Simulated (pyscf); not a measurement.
HO–Si:–OH [singlet] → O=SiH–OH (hydrogen shift; singlet surface; H–O broken, H–Si formed). PySCF, gas phase, ωB97X-D3(BJ)/def2-SVP geometries. Correlated levels are frozen-core, on RHF or UHF. ΔMP2 is the change of the MP2 total energy from the triple- to the quadruple-zeta basis. Energies in kJ/mol from the reactant's lowest minimum found.

```json
[
 {"level": "ωB97X-D3(BJ)/def2-TZVP", "barrier": "269.8", "reaction energy": "+28.6"},
 {"level": "PBE/def2-TZVP", "barrier": "224.5", "reaction energy": "+27.5"},
 {"level": "r²SCAN/def2-TZVP", "barrier": "236.5", "reaction energy": "+18.5"},
 {"level": "M06-2X/def2-TZVP", "barrier": "(withheld)", "reaction energy": "+43.8"},
 {"level": "HF/def2-TZVP", "barrier": "349.0", "reaction energy": "+41.3"},
 {"level": "CCSD(T)/def2-TZVPP", "barrier": "265.0", "reaction energy": "+34.4"},
 {"level": "CCSD(T)/def2-TZVPP + ΔMP2(QZVPP)", "barrier": "(withheld)", "reaction energy": "(withheld)"}
]
```

Some entries are withheld; supply them.


- M06-2X/def2-TZVP, barrier: 282.2
- CCSD(T)/def2-TZVPP + ΔMP2(QZVPP), barrier: 262.3
- CCSD(T)/def2-TZVPP + ΔMP2(QZVPP), reaction energy: +34.0

The same reactants have a lower exit, to H₂O + O=Si: [singlet] (barrier +174.7 kJ/mol at ωB97M-D3(BJ), against +271.7 kJ/mol here). This is the saddle that the search found; another between the same sides may lie lower. The CCSD(T) − MP2 part came from Ansatz, without density fitting, on the same reference.
